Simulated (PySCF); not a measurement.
Species: C₅H₁₀O.
Atom-mapped SMILES: `[CH2:1]1[CH2:2][CH2:3][O:4][CH2:5][CH2:6]1` (hydrogens: H7, H8 on C1; H9, H10 on C2; H11, H12 on C3; H13, H14 on C5; H15, H16 on C6)

Structure used (PBE0-D3(BJ)/def2-SVP), in Å, numbered top down from 1:
```xyz
16
C5H10O angstrom
C      0.6736   -1.0066    0.2934
C      1.3316    0.3166   -0.0857
C      0.3735    1.4711    0.1667
O     -0.8443    1.2956   -0.5078
C     -1.5174    0.1288   -0.1116
C     -0.6922   -1.1219   -0.3771
H      0.5441   -1.0467    1.3907
H      1.3177   -1.8587    0.0239
H      2.2661    0.4738    0.4773
H      1.5961    0.3069   -1.1572
H      0.1921    1.5705    1.2594
H      0.7951    2.4248   -0.1848
H     -1.7690    0.1847    0.9701
H     -2.4657    0.1070   -0.6693
H     -1.2374   -2.0112   -0.0207
H     -0.5636   -1.2348   -1.4673
```

Computed, not measured: core-valence-separated Tamm–Dancoff BHandHLYP/aug-pcX-1 (pcseg-1 on H) in PySCF, non-relativistic, gas phase, PBE0-D3(BJ)/def2-SVP geometry. BHandHLYP without relativity tends to put these K edges a few eV too low, so spacings mean more than positions.

The lowest roots of each edge with f over 0.003 (five at most, numbered afresh; weaker and dark ones are left out), with transition dipoles (au) in the frame of the coordinates:

```csv
root,edge,E (eV),f,μx,μy,μz
1,C,285.44,0.0210,0.0502,0.0219,-0.0001
2,C,285.44,0.0105,-0.0010,0.0341,0.0185
3,C,285.50,0.0168,-0.0224,0.0365,-0.0237
4,C,285.94,0.0050,-0.0224,-0.0146,0.0008
5,C,285.93,0.0083,0.0192,-0.0285,0.0032
6,O,533.96,0.0137,-0.0078,0.0167,-0.0266
7,O,534.32,0.0068,0.0184,0.0131,0.0028
8,O,534.50,0.0044,0.0103,-0.0150,0.0018
9,O,535.01,0.0184,0.0303,0.0214,0.0045
10,O,535.30,0.0063,0.0177,0.0125,0.0029
```

**Question.** Molecules are fixed in this frame and the field points along y. What effective strengths 3 f cos²θ do the roots have (θ between field and μ)?

**Answer.** root 1 (C2/C6): 0.010, root 2 (C2/C6): 0.024, root 3 (C1): 0.028, root 4 (C2/C6): 0.004, root 5 (C1 + C2/C6): 0.017, root 6 (O4): 0.011, root 7 (O4): 0.007, root 8 (O4): 0.009, root 9 (O4): 0.018, root 10 (O4): 0.006. Root 3 is the strongest. Averaged over all orientations cos²θ is 1/3, which gives f back. For degenerate partners only the sum has meaning, as the program may mix them freely.

One conformer stands for the species.
